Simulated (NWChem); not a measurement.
Program: NWChem. System: hydrogen fluoride (HF), charge 0, spin multiplicity 1, at a geometry optimised with B3LYP/def2-SVP. Level: TD-PBE0/6-31G* (spherical d).

The NWChem input:

```
start mol
memory heap 200 mb stack 900 mb global 1100 mb
geometry units angstroms nocenter noautoz noautosym
  F      0.000000     0.000000     0.092475
  H      0.000000     0.000000    -0.832277
end
basis spherical
  * library 6-31g*
end
dft
  xc pbe0
  semidirect memsize 60000000 filesize 0
  iterations 100
end
tddft
  rpa
  nroots 10
  notriplet
end
task tddft energy
```

Output (cleaned and shortened):

```
             Northwest Computational Chemistry Package (NWChem) 7.3.0
             --------------------------------------------------------

                                NWChem Input Module
                                -------------------

 Scaling coordinates for geometry "geometry" by  1.889725989
 (inverse scale =  0.529177249)

                             Geometry "geometry" -> ""
                             -------------------------

 Output coordinates in angstroms (scale by  1.889725989 to convert to a.u.)

  No.       Tag          Charge          X              Y              Z
 ---- ---------------- ---------- -------------- -------------- --------------
    1 F                    9.0000     0.00000000     0.00000000     0.09247500
    2 H                    1.0000     0.00000000     0.00000000    -0.83227700

 Effective nuclear repulsion energy (a.u.)       5.1501324041

            Nuclear Dipole moment (a.u.)
            ----------------------------
        X                 Y               Z
 ---------------- ---------------- ----------------
     0.0000000000     0.0000000000    -0.0000037795


 Summary of "ao basis" -> "" (spherical)
 ------------------------------------------------------------------------------
       Tag                 Description            Shells   Functions and Types
 ---------------- ------------------------------  ------  ---------------------
 *                           6-31g*                   on all atoms

                                 NWChem DFT Module
                                 -----------------

 Summary of "ao basis" -> "ao basis" (spherical)
 ------------------------------------------------------------------------------
       Tag                 Description            Shells   Functions and Types
 ---------------- ------------------------------  ------  ---------------------
 F                           6-31g*                  6       14   3s2p1d
 H                           6-31g*                  2        2   2s

 Summary of "ao basis" -> "ao basis" (spherical)
 ------------------------------------------------------------------------------
       Tag                 Description            Shells   Functions and Types
 ---------------- ------------------------------  ------  ---------------------
 F                           6-31g*                  6       14   3s2p1d
 H                           6-31g*                  2        2   2s

            General Information
            -------------------
          SCF calculation type: DFT
          Wavefunction type:  closed shell.
          No. of atoms     :     2
          No. of electrons :    10
           Alpha electrons :     5
            Beta electrons :     5
          Charge           :     0
          Spin multiplicity:     1
          Use of symmetry is: off; symmetry adaption is: off
          Maximum number of iterations: 100
          AO basis - number of functions:    16
                     number of shells:     8
          Convergence on energy requested:  1.00D-06
          Convergence on density requested:  1.00D-05
          Convergence on gradient requested:  5.00D-04

              XC Information
              --------------
                         PBE0 Method XC Functional
                     Hartree-Fock (Exact) Exchange  0.250
          PerdewBurkeErnzerhof Exchange Functional  0.750
            Perdew 1991 LDA Correlation Functional  1.000 local
           PerdewBurkeErnz. Correlation Functional  1.000 non-local

             Grid Information
             ----------------
          Grid used for XC integration:  medium
          Radial quadrature: Mura-Knowles
          Angular quadrature: Lebedev.
          Tag              B.-S. Rad. Rad. Pts. Rad. Cut. Ang. Pts.
          ---              ---------- --------- --------- ---------
          F                   0.50       49           5.0       434
          H                   0.35       45           4.0       434
          Grid pruning is: on
          Number of quadrature shells:    94
          Spatial weights used:  Erf1

          Convergence Information
          -----------------------
          Convergence aids based upon iterative change in
          total energy or number of iterations.
          Levelshifting, if invoked, occurs when the
          HOMO/LUMO gap drops below (HL_TOL):  1.00D-02
          DIIS, if invoked, will attempt to extrapolate
          using up to (NFOCK): 10 stored Fock matrices.

                    Damping( 0%)  Levelshifting(0.5)       DIIS
                  --------------- ------------------- ---------------
          dE  on:    start            ASAP                start
          dE off:    2 iters        100 iters           100 iters

      Screening Tolerance Information
      -------------------------------
          Density screening/tol_rho:  1.00D-10
          AO Gaussian exp screening on grid/accAOfunc:  14
          CD Gaussian exp screening on grid/accCDfunc:  20
          XC Gaussian exp screening on grid/accXCfunc:  20
          Schwarz screening/accCoul:  1.00D-08

      Superposition of Atomic Density Guess
      -------------------------------------

 Sum of atomic energies:         -99.87056456

      Non-variational initial energy
      ------------------------------

 Total energy =     -99.847121
 1-e energy   =    -149.591002
 2-e energy   =      44.593749
 HOMO         =      -0.634113
 LUMO         =       0.134775

------------------------------------------------------------
EAF file 0: "./mol.aoints.0" size=524288 bytes
------------------------------------------------------------
[...]
     Transition Moments    X -0.11839   Y  0.17797   Z  0.00000
     Transition Moments   XX -0.00000  XY -0.00000  XZ  0.04524
     Transition Moments   YY -0.00000  YZ -0.06800  ZZ -0.00000
     Dipole Oscillator Strength                    0.0117417128
     Electric Quadrupole                           0.0000000020
     Magnetic Dipole                               0.0000002574
     Total Oscillator Strength                     0.0117419722

          sigma_e =   1.2004 Angstrom
          sigma_h =   0.6592 Angstrom
         |d_h->e| =   1.0399 Angstrom
            d_exc =   1.7205 Angstrom
            d_CD1 =   1.5811 Angstrom
            d_CD2 =   0.1101 Angstrom
            d_CD3 =   2.7604 Angstrom
     Pearson C.C. =  -0.0020

     Occ.    4  a   ---  Virt.    6  a   -0.98871 X
     Occ.    5  a   ---  Virt.    6  a   -0.14697 X
  ----------------------------------------------------------------------------
  Root   3 singlet a              0.576981247 a.u.               15.7005 eV
  ----------------------------------------------------------------------------
     Transition Moments    X  0.00000   Y -0.00000   Z -0.88325
     Transition Moments   XX  0.13864  XY -0.00000  XZ  0.00000
     Transition Moments   YY  0.13864  YZ -0.00000  ZZ  1.31375
     Dipole Oscillator Strength                    0.3000774383
     Electric Quadrupole                           0.0000004708
     Magnetic Dipole                               0.0000000000
     Total Oscillator Strength                     0.3000779091

          sigma_e =   1.2603 Angstrom
          sigma_h =   0.7585 Angstrom
         |d_h->e| =   1.0177 Angstrom
            d_exc =   1.7773 Angstrom
            d_CD1 =   1.5195 Angstrom
            d_CD2 =   0.0084 Angstrom
            d_CD3 =   2.7950 Angstrom
     Pearson C.C. =   0.0213

     Occ.    3  a   ---  Virt.    6  a    0.99659 X
     Occ.    3  a   ---  Virt.    7  a   -0.05322 X
     Occ.    4  a   ---  Virt.    8  a    0.05511 X
     Occ.    5  a   ---  Virt.    9  a    0.05511 X
  ----------------------------------------------------------------------------
  Root   4 singlet a              1.114681536 a.u.               30.3320 eV
  ----------------------------------------------------------------------------
     Transition Moments    X -0.13706   Y -0.26356   Z -0.00000
     Transition Moments   XX  0.00000  XY -0.00000  XZ  0.03325
     Transition Moments   YY  0.00000  YZ  0.06393  ZZ  0.00000
     Dipole Oscillator Strength                    0.0655823342
     Electric Quadrupole                           0.0000000383
     Magnetic Dipole                               0.0000007238
     Total Oscillator Strength                     0.0655830963

          sigma_e =   0.9834 Angstrom
          sigma_h =   0.6593 Angstrom
         |d_h->e| =   0.7467 Angstrom
            d_exc =   1.3994 Angstrom
            d_CD1 =   1.0708 Angstrom
            d_CD2 =  -0.0747 Angstrom
            d_CD3 =   2.1461 Angstrom
     Pearson C.C. =   0.0008

     Occ.    4  a   ---  Virt.    7  a   -0.34835 X
     Occ.    5  a   ---  Virt.    7  a   -0.93489 X
  ----------------------------------------------------------------------------
  Root   5 singlet a              1.114681536 a.u.               30.3320 eV
  ----------------------------------------------------------------------------
     Transition Moments    X  0.26356   Y -0.13706   Z -0.00000
     Transition Moments   XX  0.00000  XY -0.00000  XZ -0.06393
     Transition Moments   YY  0.00000  YZ  0.03325  ZZ  0.00000
     Dipole Oscillator Strength                    0.0655823342
     Electric Quadrupole                           0.0000000383
     Magnetic Dipole                               0.0000007238
     Total Oscillator Strength                     0.0655830963

          sigma_e =   0.9834 Angstrom
          sigma_h =   0.6593 Angstrom
         |d_h->e| =   0.7467 Angstrom
            d_exc =   1.3994 Angstrom
            d_CD1 =   1.0708 Angstrom
            d_CD2 =  -0.0747 Angstrom
            d_CD3 =   2.1461 Angstrom
     Pearson C.C. =   0.0008

     Occ.    4  a   ---  Virt.    7  a   -0.93489 X
     Occ.    5  a   ---  Virt.    7  a    0.34835 X
  ----------------------------------------------------------------------------
  Root   6 singlet a              1.222707406 a.u.               33.2716 eV
  ----------------------------------------------------------------------------
     Transition Moments    X  0.00000   Y -0.00000   Z  0.19709
     Transition Moments   XX -0.06061  XY  0.00000  XZ  0.00000
     Transition Moments   YY -0.06061  YZ -0.00000  ZZ -0.69505
     Dipole Oscillator Strength                    0.0316626396
     Electric Quadrupole                           0.0000013061
     Magnetic Dipole                               0.0000000000
     Total Oscillator Strength                     0.0316639457

          sigma_e =   1.2334 Angstrom
          sigma_h =   0.6138 Angstrom
         |d_h->e| =   0.8793 Angstrom
            d_exc =   1.6488 Angstrom
            d_CD1 =   1.4990 Angstrom
            d_CD2 =  -0.0443 Angstrom
            d_CD3 =   2.5281 Angstrom
     Pearson C.C. =  -0.0310

     Occ.    2  a   ---  Virt.    6  a    0.98670 X
     Occ.    4  a   ---  Virt.    8  a   -0.10240 X
     Occ.    5  a   ---  Virt.    9  a   -0.10240 X
  ----------------------------------------------------------------------------
  Root   7 singlet a              1.345068906 a.u.               36.6012 eV
  ----------------------------------------------------------------------------
     Transition Moments    X  0.00000   Y -0.00000   Z -0.46206
     Transition Moments   XX -0.42396  XY  0.00000  XZ  0.00000
     Transition Moments   YY -0.42396  YZ -0.00000  ZZ  0.22045
     Dipole Oscillator Strength                    0.1914453377
     Electric Quadrupole                           0.0000017938
     Magnetic Dipole                               0.0000000000
     Total Oscillator Strength                     0.1914471315

          sigma_e =   0.9576 Angstrom
          sigma_h =   0.7522 Angstrom
         |d_h->e| =   0.6527 Angstrom
            d_exc =   1.3879 Angstrom
            d_CD1 =   0.8581 Angstrom
            d_CD2 =  -0.2022 Angstrom
            d_CD3 =   2.0406 Angstrom
     Pearson C.C. =  -0.0121

     Occ.    3  a   ---  Virt.    7  a    0.96193 X
     Occ.    4  a   ---  Virt.    8  a    0.17524 X
     Occ.    4  a   ---  Virt.   12  a   -0.07891 X
     Occ.    5  a   ---  Virt.    9  a    0.17524 X
     Occ.    5  a   ---  Virt.   13  a    0.07891 X
  ----------------------------------------------------------------------------
  Root   8 singlet a              1.435740450 a.u.               39.0685 eV
  ----------------------------------------------------------------------------
     Transition Moments    X  0.00000   Y  0.00000   Z -0.00000
     Transition Moments   XX -0.00000  XY  0.00000  XZ -0.00000
     Transition Moments   YY  0.00000  YZ -0.00000  ZZ -0.00000
     Dipole Oscillator Strength                    0.0000000000
     Electric Quadrupole                           0.0000000000
     Magnetic Dipole                               0.0000000000
     Total Oscillator Strength                     0.0000000000

          sigma_e =   0.9261 Angstrom
          sigma_h =   0.6592 Angstrom
         |d_h->e| =   0.0059 Angstrom
            d_exc =   1.1368 Angstrom
            d_CD1 =   0.2728 Angstrom
            d_CD2 =  -0.7868 Angstrom
            d_CD3 =   1.1426 Angstrom
     Pearson C.C. =   0.0000

     Occ.    4  a   ---  Virt.    9  a    0.70715 X
     Occ.    5  a   ---  Virt.    8  a   -0.70715 X
  ----------------------------------------------------------------------------
  Root   9 singlet a              1.443765870 a.u.               39.2869 eV
  ----------------------------------------------------------------------------
     Transition Moments    X  0.00000   Y  0.00000   Z -0.00000
     Transition Moments   XX  0.62482  XY  0.00123  XZ -0.00000
     Transition Moments   YY -0.62482  YZ -0.00000  ZZ -0.00000
     Dipole Oscillator Strength                    0.0000000000
     Electric Quadrupole                           0.0000062565
     Magnetic Dipole                               0.0000000000
     Total Oscillator Strength                     0.0000062565

          sigma_e =   0.9261 Angstrom
          sigma_h =   0.6592 Angstrom
         |d_h->e| =   0.0053 Angstrom
            d_exc =   1.1343 Angstrom
            d_CD1 =   0.2722 Angstrom
            d_CD2 =  -0.7873 Angstrom
            d_CD3 =   1.1396 Angstrom
     Pearson C.C. =   0.0046

     Occ.    4  a   ---  Virt.    8  a    0.07248 X
     Occ.    4  a   ---  Virt.    9  a    0.70332 X
     Occ.    5  a   ---  Virt.    8  a    0.70332 X
     Occ.    5  a   ---  Virt.    9  a   -0.07248 X
  ----------------------------------------------------------------------------
  Root  10 singlet a              1.443765920 a.u.               39.2869 eV
  ----------------------------------------------------------------------------
     Transition Moments    X -0.00000   Y  0.00000   Z  0.00000
     Transition Moments   XX -0.00123  XY  0.62482  XZ  0.00000
     Transition Moments   YY  0.00123  YZ -0.00000  ZZ  0.00000
     Dipole Oscillator Strength                    0.0000000000
     Electric Quadrupole                           0.0000062565
     Magnetic Dipole                               0.0000000000
     Total Oscillator Strength                     0.0000062565

          sigma_e =   0.9261 Angstrom
          sigma_h =   0.6592 Angstrom
         |d_h->e| =   0.0053 Angstrom
            d_exc =   1.1343 Angstrom
            d_CD1 =   0.2722 Angstrom
            d_CD2 =  -0.7873 Angstrom
            d_CD3 =   1.1396 Angstrom
     Pearson C.C. =   0.0046

     Occ.    4  a   ---  Virt.    8  a    0.70332 X
     Occ.    4  a   ---  Virt.    9  a   -0.07248 X
     Occ.    5  a   ---  Virt.    8  a   -0.07248 X
     Occ.    5  a   ---  Virt.    9  a   -0.70332 X

              Target root =      1
          Target symmetry = none
      Ground state energy =   -100.323259618923
        Excitation energy =      0.385496134230
     Excited state energy =    -99.937763484693

  stored tddft:energy   -99.937763484692638

 Task  times  cpu:        0.5s     wall:        0.5s

 Total times  cpu:        0.6s     wall:        0.6s
```
